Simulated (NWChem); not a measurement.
**CH3AlCl (SMILES [CH3][Al][Cl]) at USVWN5/6-311+G(d,p) (density fitting)**

Aim: the vertical ionisation energy of CH3AlCl at USVWN5/6-311+G** (density fitting), from 2 runs. 

The results are computed with NWChem 7.3.0.

**1. The molecule**

CH3AlCl has 6 atoms, charge 0, and is taken as a doublet. SMILES: `[CH3][Al][Cl]`. The coordinates come from a PBE0-D4/def2-TZVP relaxation.

Bond lengths: C1–Al2 1.964 Å, Al2–Cl3 2.122 Å, C1–H4 1.093 Å, C1–H5 1.094 Å, C1–H6 1.094 Å. Angles: C1–Al2–Cl3 117.4°, Al2–C1–H4 110.2°, Al2–C1–H5 110.4°, Al2–C1–H6 110.4°, H4–C1–H5 109.1°, H4–C1–H6 109.1°, H5–C1–H6 107.5°.

**2. A single-point energy at USVWN5/6-311+G(d,p) (density fitting)**

ch3alcl.nw reads:

```
start ch3alcl
title "CH3AlCl SVWN5"
memory stack 880 mb heap 220 mb global 1100 mb
geometry noautosym nocenter noautoz
C    -0.441400    0.449000   -0.287200
Al    0.123100   -1.352900    0.254500
Cl    2.028600   -1.546300    1.168800
H     0.335300    1.177300   -0.041400
H    -1.368200    0.727800    0.222100
H    -0.635200    0.481000   -1.363100
end
basis spherical bse
C library 6-311+G**
Al library 6-311+G**
Cl library 6-311+G**
H library 6-311+G**
end
basis "cd basis" spherical
C library "dgauss a1 dft coulomb fitting"
Al library "dgauss a1 dft coulomb fitting"
Cl library "dgauss a1 dft coulomb fitting"
H library "dgauss a1 dft coulomb fitting"
end
dft
xc slater vwn_5
mult 2
grid fine
convergence energy 1e-08
maxiter 100
mulliken
noprint "final vectors analysis"
end
task dft energy
```

Run with:

```sh
$ nwchem ch3alcl.nw > ch3alcl.out
```

Output:

```text
[...]
          Wavefunction type:  spin polarized.
          No. of atoms     :     6
          No. of electrons :    39
[...]
          Charge           :     0
          Spin multiplicity:     2
[...]
          AO basis - number of functions:   100
[...]
              XC Information
              --------------
                        Slater Exchange Functional  1.000 local
                      VWN V Correlation Functional  1.000 local
[...]
 d= 0,ls=0.0,diis     1   -739.7598009757 -8.56D+02  9.36D-03  1.10D+00     0.8
[...]
 d= 0,ls=0.0,diis    11   -739.8239679761 -1.86D-09  6.08D-07  7.04D-10     4.0
[...]
         Total DFT energy =     -739.823967976117
      One electron energy =    -1256.898676952294
           Coulomb energy =      451.369732024491
    Exchange-Corr. energy =      -50.445368505335
 Nuclear repulsion energy =      116.150345457020
[...]
      Total Density - Mulliken Population Analysis
     ---------------------------------------------
    Atom       Charge   Shell Charges
 -----------   ------   -------------------------------------------------------
    1 C    6     6.72   1.09  0.90  0.67  0.73  1.49  0.57  1.21  0.03  0.02  0.02
    2 Al  13    12.69   0.78  1.19  0.95  1.03  0.89  0.49  2.13  3.76  0.56  0.56  0.16  0.11 -0.08  0.15
    3 Cl  17    17.16   0.77  1.19  0.88  1.10  1.02  1.03  7.42 -1.52  1.10  3.02  1.35 -0.13 -0.09  0.01
    4 H    1     0.80   0.26  0.45  0.07  0.03
    5 H    1     0.81   0.25  0.46  0.07  0.03
    6 H    1     0.81   0.25  0.46  0.07  0.03
[...]
      <S2> =      0.7512 (Exact =     0.7500)
[...]
```

Wall time 4.8 s (1 thread of Intel Xeon 6975P-C (Granite Rapids), shared host); peak memory 0.12 GiB.

**3. The singlet cation, same level**

test.nw reads:

```
start test
memory stack 880 mb heap 220 mb global 1100 mb
charge 1
geometry units bohr noautosym nocenter noautoz
C   -0.83412511   0.84848703  -0.54272934
Al   0.23262529  -2.55661047   0.48093530
Cl   3.83349842  -2.92208351   2.20871189
H    0.63362517   2.22477457  -0.07823466
H   -2.58552328   1.37534267   0.41970817
H   -1.20035403   0.90895827  -2.57588568
end
basis spherical bse
* library 6-311+G**
end
basis "cd basis" spherical
* library "dgauss a1 dft coulomb fitting"
end
dft
xc slater vwn_5
mult 1
grid fine
convergence energy 1e-08
iterations 100
mulliken
noprint "final vectors analysis"
end
task dft energy
```

Run with:

```sh
$ nwchem test.nw > test.out
```

Output:

```text
[...]
          Wavefunction type:  closed shell.
          No. of atoms     :     6
          No. of electrons :    38
[...]
          Charge           :     1
          Spin multiplicity:     1
[...]
          AO basis - number of functions:   100
[...]
              XC Information
              --------------
                        Slater Exchange Functional  1.000 local
                      VWN V Correlation Functional  1.000 local
[...]
 d= 0,ls=0.0,diis     1   -739.3311832048 -8.55D+02  3.00D-02  8.62D+00     0.7
[...]
 d= 0,ls=0.0,diis    13   -739.5347439657 -9.92D-09  2.63D-07  8.37D-10     2.9
         Total DFT energy =     -739.534743965700
      One electron energy =    -1247.755273291403
           Coulomb energy =      442.229831689039
    Exchange-Corr. energy =      -50.159639511748
 Nuclear repulsion energy =      116.150337148413
[...]
      Total Density - Mulliken Population Analysis
     ---------------------------------------------
    Atom       Charge   Shell Charges
 -----------   ------   -------------------------------------------------------
    1 C    6     6.73   1.09  0.90  0.66  0.74  1.49  0.58  1.15  0.10  0.01  0.02
    2 Al  13    12.10   0.78  1.19  0.95  1.03  0.96  0.15  2.13  3.76  0.50  0.45  0.03  0.13 -0.12  0.15
    3 Cl  17    16.95   0.77  1.19  0.88  1.10  1.04  1.03  7.41 -1.51  1.08  2.97  1.20 -0.12 -0.12  0.01
    4 H    1     0.73   0.25  0.43  0.02  0.03
    5 H    1     0.75   0.25  0.44  0.02  0.03
    6 H    1     0.75   0.25  0.44  0.02  0.03
[...]
```

Wall time 3.6 s (1 thread of Intel Xeon 6975P-C (Granite Rapids), shared host); peak memory 0.12 GiB.

**4. Summary of results**

At USVWN5/6-311+G** (density fitting):

```
                                          quantity          value
                     doublet CH3AlCl: total energy  -739.82397 Eh
                    doublet CH3AlCl: dipole moment         2.27 D
                             doublet CH3AlCl: ⟨S²⟩          0.751
                      singlet cation: total energy  -739.53474 Eh
vertical ionisation energy (to the singlet cation)       7.870 eV
```

**Reading.** The vertical ionisation energy comes to 7.87 eV (759 kJ/mol). Only the singlet of the ionised species was computed; a triplet could lie lower.
